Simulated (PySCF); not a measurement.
Geometry:
| atom | x (Å) | y (Å) | z (Å) |
| --- | --- | --- | --- |
| C1 | 1.418 | 0.437 | -0.266 |
| C2 | 1.149 | -0.942 | -0.145 |
| C3 | -0.138 | -1.350 | 0.093 |
| C4 | -1.219 | -0.375 | 0.223 |
| C5 | -0.875 | 1.039 | 0.081 |
| C6 | 0.419 | 1.425 | -0.157 |
| H7 | 2.449 | 0.754 | -0.455 |
| H8 | 1.961 | -1.666 | -0.241 |
| H9 | -0.381 | -2.413 | 0.192 |
| H10 | -2.055 | -0.636 | -0.467 |
| H11 | -1.742 | -0.532 | 1.196 |
| H12 | -1.675 | 1.781 | 0.172 |
| H13 | 0.682 | 2.480 | -0.261 |

Total charge +1.

Geometry: PBE0-D3(BJ)/def2-SVP; GIAO shifts from PySCF 2.14.0 with density-fitted response routines, gas phase, non-relativistic, averaged over equivalent atoms.

At PBE0/pcSseg-1 (137 basis functions, 7.9 s wall time on 1 thread of an x86-64 server CPU, shared host):
```json
{"atoms": "C3/C5", "δ (ppm)": "194.4"}
{"atoms": "C1", "δ (ppm)": "184.1"}
{"atoms": "C2/C6", "δ (ppm)": "142.6"}
{"atoms": "C4", "δ (ppm)": "51.9"}
{"atoms": "H9/H12", "δ (ppm)": "9.56"}
{"atoms": "H7", "δ (ppm)": "9.48"}
{"atoms": "H8/H13", "δ (ppm)": "8.66"}
{"atoms": "H10/H11", "δ (ppm)": "5.28"}
```

References, each an isolated molecule treated in the same way: 13C (σ = 184.41 ppm) and 1H (σ = 31.27 ppm) against TMS.

Question: Estimate the result of repeating the calculation with PBE/pcSseg-2.

Answer: 
```
  atoms  δ at PBE/pcSseg-2  change
  C3/C5              195.9    +1.5
     C1              182.9    -1.2
  C2/C6              147.1    +4.5
     C4               55.5    +3.6
 H9/H12               9.55   -0.01
     H7               9.35   -0.13
 H8/H13               8.70   +0.04
H10/H11               5.36   +0.08
```

Shifts are taken against calculated references (same method and geometry level): 13C (σref 179.39) and 1H (σref 31.18) against TMS.

The largest change is at C2/C6 (alkene CH). Cost: 314 basis functions, 44 s wall time on 1 thread of an x86-64 server CPU, shared host. The order of the carbon signals is the same at both levels.
